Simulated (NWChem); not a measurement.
# Worked example: vertical ionisation energy of SiH3S (SMILES [SiH2]S)

The species is SiH3S (5 atoms), meant as a doublet with charge 0. As SMILES, `[SiH2]S`. The shape is that of a PBE0-D4/def2-TZVP optimisation. This is one conformer, not always the lowest.

Both states at this one shape; open shells run unrestricted unless said. 1 Eh = 27.2114 eV.

| level | program | doublet SiH3S (Eh) | singlet SiH3S+ (Eh) |
| --- | --- | --- | --- |
| UHF/aug-pcseg-0 | NWChem | -687.265082 | -686.953578 |
| UHF/aug-pcseg-1 | NWChem | -688.143821 | -687.846933 |
| UHF/aug-pcseg-2 | NWChem | -688.217847 | -687.922001 |

Q: Work out the vertical ionisation energy at each level.

A: 
1. UHF/aug-pcseg-0: -686.953578 − (-687.265082) = 0.311504 Eh = 8.48 eV.
2. UHF/aug-pcseg-1: -687.846933 − (-688.143821) = 0.296888 Eh = 8.08 eV.
3. UHF/aug-pcseg-2: -687.922001 − (-688.217847) = 0.295846 Eh = 8.05 eV.

No measured value is set beside it here; the levels span 8.05 to 8.48 eV.
